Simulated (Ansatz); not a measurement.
**C₂H₄: state-averaged CASSCF**

Program: Ansatz, Gaussian basis, development build. State-averaged CASSCF with equal weights; occupations are averaged over the states; levels count from the state that is lowest in CASSCF. CASSCF levels without dynamic correlation can be off by over 1 eV. Solutions may break the symmetry of the shape. Lower solutions, or ones in other orbitals, may exist.

Geometry:

```xyz
6

C     0.0000    0.0000    0.6695
C     0.0000    0.0000   -0.6695
H     0.0000    0.9289    1.2321
H     0.0000   -0.9289    1.2321
H     0.0000    0.9289   -1.2321
H     0.0000   -0.9289   -1.2321
```

Basis cc-pVDZ, nonrelativistic, 2 orbitals frozen in the corrections; active space CAS(4,4). Averaged: 3 singlets.

(1) Give the levels in order.

Same geometry.

Basis cc-pVDZ, nonrelativistic, 2 orbitals frozen in the corrections; active space CAS(4,4). Averaged: 1 singlet, 1 triplet.

(2) Give the levels in order, with their spins.

Same geometry.

Basis cc-pVDZ, nonrelativistic, 2 orbitals frozen in the corrections; active space CAS(4,4). Averaged: 1 singlet, 1 triplet, 1 quintet.

(3) Give the levels in order, with their spins.

## Answers

(1) 

| state | CASSCF (eV) |
| --- | --- |
| singlet | 0.000 |
| singlet | 8.967 |
| singlet | 9.657 |

Occupations: 1.99, 1.31, 0.36, 0.34.

(2) 

```csv
state,CASSCF (eV)
singlet,0.000
triplet,4.286
```

Occupations: 1.98, 1.45, 0.55, 0.02.

(3) 

```tsv
state	CASSCF (eV)
singlet	0.000
triplet	4.236
quintet	15.104
```

Occupations: 1.66, 1.30, 0.70, 0.34.
